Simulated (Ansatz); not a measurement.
Single points on the cluster BC₂.

```yaml
crystal:
  periodic: [false, false, false]
  atoms:
    - {symbol: B, position_ang: [-1.023817, 0.851417, 0.148522]}
    - {symbol: C, position_ang: [0.026549, -0.017868, -0.003460]}
    - {symbol: C, position_ang: [0.997278, -0.833559, -0.145062]}
basis:
  gaussian: {orbitals: def2-TZVP, initial_orbitals: start.molden}
magnetization: {spin_polarized: true, initial_magnetization: 1}
hamiltonian: {xc: pbe0, dispersion: d4}
output: {orbitals: {seedname: orbitals}}
```

The file start.molden holds the orbitals of an earlier run on this structure, at another level or in another basis.

```sh
$ ansatz run in.yaml --threads 4 --pin off --events-out ev --progress --plain --max-ram 3916MiB
```

Output, abridged:

```
Functional definition: PBE0
529 factors; their error is unknown
mean field evaluation 1: about -2699.9494 eV, gradient 6.1e1 eV
mean field evaluation 2: about -2719.1082 eV, gradient 3.0e1 eV
mean field evaluation 4: about -2738.8967 eV, gradient 1.0e1 eV
mean field evaluation 8: about -2740.1381 eV, gradient 1.8e-1 eV
mean field evaluation 16: about -2739.8655 eV, gradient 6.9e0 eV
mean field evaluation 32: about -2740.1382 eV, gradient 1.1e-4 eV
mean field -2740.13819110 eV, -100.6982211904 hartree, gradient 2.1e-5 eV, S^2 0.791640; 1 other end points of the search recorded, 0 dependent functions left out
reference -2740.13821666 eV, -100.6982221298 hartree; 9, 8 occupied and 84, 85 virtual orbitals, 529 factors
Total energy: -2740.17873630 eV, -100.6997111990 hartree
```

Run time 0.85 s (4 threads of Arm Neoverse V1 on a shared host).

The first input with `hamiltonian: {xc: r2scan, dispersion: d4}`, `scf: {omitted_lower_state_checks: [starts]}`, `output: {forces: true, orbitals: {seedname: orbitals}}` (abridged; 1.1 s):

```
Functional definition: r2SCAN
mean field -2742.21774453 eV, -100.7746433697 hartree, gradient 2.1e-5 eV, S^2 0.798543
Total energy: -2742.22824984 eV, -100.7750294325 hartree
Atom 0 force    -0.178348     0.149001     0.025936 eV/Å
Atom 1 force     0.000628    -0.001179    -0.000152 eV/Å
Atom 2 force     0.177720    -0.147821    -0.025784 eV/Å
Dipole moment:    -0.570801     0.476010     0.082927 e Å
Checks for a lower state left out: starts
```

As the first input, with `hamiltonian: {xc: pbe, dispersion: d4}`, `scf: {omitted_lower_state_checks: [starts]}` (abridged; 0.55 s):

```
Functional definition: PBE
mean field -2740.11927246 eV, -100.6975259435 hartree, gradient 2.2e-5 eV, S^2 0.772045
Total energy: -2740.16848664 eV, -100.6993345311 hartree
Checks for a lower state left out: starts
```

First input, but with `gaussian: {orbitals: def2-TZVPD, initial_orbitals: start.molden}`, `hamiltonian: {xc: pbe, dispersion: d4}`, `scf: {omitted_lower_state_checks: [starts]}` (abridged; 0.7 s):

```
Functional definition: PBE
mean field -2740.12909444 eV, -100.6978868946 hartree, gradient 2.3e-5 eV, S^2 0.772162
Total energy: -2740.17831183 eV, -100.6996956001 hartree
Checks for a lower state left out: starts
```

As the first input, with `gaussian: {orbitals: def2-SVP, initial_orbitals: start.molden}`, `scf: {omitted_lower_state_checks: [starts]}` (abridged; 0.3 s):

```
Functional definition: PBE0
mean field -2737.10268041 eV, -100.5866682302 hartree, gradient 5.6e-5 eV, S^2 0.791448
Total energy: -2737.14321913 eV, -100.5881580006 hartree
Checks for a lower state left out: starts
```

As the first input, with `hamiltonian: {xc: {text: "exchange = 0.65*pbe_x + 0.35*exact_x\ncorrelation = pbe_c"}}`, `scf: {omitted_lower_state_checks: [starts]}` (abridged; 0.5 s):

```
Functional definition: unnamed
mean field -2740.18222719 eV, -100.6998394869 hartree, gradient 1.6e-5 eV, S^2 0.801673
Total energy: -2740.18224923 eV, -100.6998402971 hartree
Checks for a lower state left out: starts
```

The first input with `hamiltonian: {xc: {name: r2SCAN0}, dispersion: d4}`, `scf: {omitted_lower_state_checks: [starts]}` (abridged; 1.1 s):

```
Functional definition: r2SCAN0
mean field -2741.75111544 eV, -100.7574950668 hartree, gradient 5.1e-5 eV, S^2 0.815595
Total energy: -2741.76368804 eV, -100.7579571015 hartree
Checks for a lower state left out: starts
```

Geometry: PBE0-D4/def2-TZVP.

The structure comes from a short search, and lower isomers may exist.
